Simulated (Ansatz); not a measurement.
**SiH4+ (doublet): wave-function methods side by side, def2-QZVPP**

An exercise on one series of results from a longer session: the logs are not shown, and one member is left open.

Computed with Ansatz 0.2.0, Gaussian basis. Level: def2-QZVPP, core rule «outside noble gas», up to 5 orbitals frozen.

The runs, in order: UHF; ROHF; CCSD(T) on UHF.

2 further runs of the same task are left out: 2 set aside as unsound or not needed. Runs told in other sessions of the task aren't counted.

## The geometry

The geometry is a PBE0/def2-TZVP stationary point (not a proven minimum) of the parent state, kept for this charge and spin.

5 atoms, charge 1, spin multiplicity 2.

Atoms are counted from 1 here; the program's logs count them from 0.

Bond lengths: Si1–H2 1.529 Å, Si1–H3 1.529 Å, Si1–H4 1.529 Å, Si1–H5 1.529 Å. Angles: H2–Si1–H3 90.0°, H2–Si1–H4 90.0°, H2–Si1–H5 180.0°, H3–Si1–H4 180.0°, H3–Si1–H5 90.0°, H4–Si1–H5 90.0°.

Set-up of the first run:

The input, in.yaml:

```yaml
crystal:
  periodic: [false, false, false]
  atoms:
    - {symbol: Si, position_ang: [0.000000, 0.000000, 0.000000]}
    - {symbol: H, position_ang: [-0.011525, 1.085107, 1.077576]}
    - {symbol: H, position_ang: [-0.016497, -1.077632, 1.084987]}
    - {symbol: H, position_ang: [0.016497, 1.077632, -1.084987]}
    - {symbol: H, position_ang: [0.011525, -1.085107, -1.077576]}
basis:
  gaussian: {orbitals: "def2-QZVPP.json"}
total_charge: 1
magnetization: {spin_polarized: true, initial_magnetization: 1}
hamiltonian: {xc: hf}
output: {orbitals: {seedname: orbitals}}
```

Launch:

```bash
$ ansatz run in.yaml --threads 1 --pin off --events-out ev --progress --plain --max-ram 2393MiB
```

Steps of the session up to this table: UHF; ROHF; CCSD(T) on UHF.

One table of the session follows, with a row left open; its other results are not shown here.

```
  method  from UCCSD(T) (meV)
    ROHF              +4750.3
     UHF              +4420.9
    UMP2                    ?
   UCCSD               +119.9
UCCSD(T)                    0
```

Q: Estimate the row for UMP2 from the others.

The run gave: from UCCSD(T) (meV): +906.3. In the column «from UCCSD(T) (meV)» it lies between UCCSD (+119.9) and UHF (+4420.9).
